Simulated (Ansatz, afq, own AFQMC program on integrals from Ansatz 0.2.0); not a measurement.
AlPH, doublet in 6-31G, levels against full CI

```xyz
3

Al    0.0000    0.0000    0.4625
P     0.0000    0.0000   -2.5065
H     0.0000    0.0000    2.0439
```

Connectivity, by distances: AlH ··· P.

Basis 6-31G. Noble-gas cores (and the filled d shells of Ga–Kr and In–Xe) are frozen. AFQMC by an in-house program on the Cholesky factors that Ansatz 0.2.0 writes for its CCSD(T) run. The CISD trial takes its coefficients from CCSD amplitudes. Released means that phaseless walkers are propagated on without the constraint, phases kept. ± is one standard error of the sampling.

Determinant: ROHF, the one that the program's search chose, which needn't be the lowest solution. The geometry is a point of a scan.

Full CI on the same integrals is exact in this basis and with this determinant's frozen core.

Cautions: a spin-contaminated unrestricted determinant lies lower (UHF 703 meV lower, ⟨S²⟩ 2.25); strong correlation (T1 0.115, weight of the determinant 0.67, largest double 0.20); CCSD(T) is in doubt: in a space of 9 electrons in 8 natural orbitals full CI lies 80 meV below it; the released energies are still falling, so no released level is given (meV from the phaseless value at times in 1/Eh: -4 ± 7 at 0.24, -8 ± 6 at 0.51, -12 ± 5 at 0.99, -22 ± 5 at 1.62, 11 ± 31 at 2.40); the next higher spin lies close (full CI puts it 135 meV above).

* T1 diagnostic: 0.1151
* weight of the determinant in the CISD state: 0.671
* size of the correlated space: 9 electrons in 18 orbitals

Reference: full CI, correlation energy -2.944 eV. The cautions show a poor starting determinant, so the rows tell how each method copes with it here, and full CI is the sure value.

```csv
level,E − E(reference) (kJ/mol),share of correlation (%)
HF,284.0,0.00
MP2,118.0,58.46
CCSD,23.7,91.65
CCSD(T),10.0,96.48
CCSDT,1.5,99.48
CCSDT(Q),-1.4,100.48
CCSDTQ,0.0,100.01
ph-AFQMC/HF,18.0 ± 3.3,93.65
ph-AFQMC/CISD,7.6 ± 0.7,97.31
```

CCSDT and higher add their correlation energy to the determinant of the CCSD(T) run, since their own runs factorise the integrals more tightly (a shift of under 2 meV). A walk keeps the symmetry of its determinant, which the program's search chose and which needn't be the lowest solution, so a lower state of the same spin and another symmetry isn't excluded.
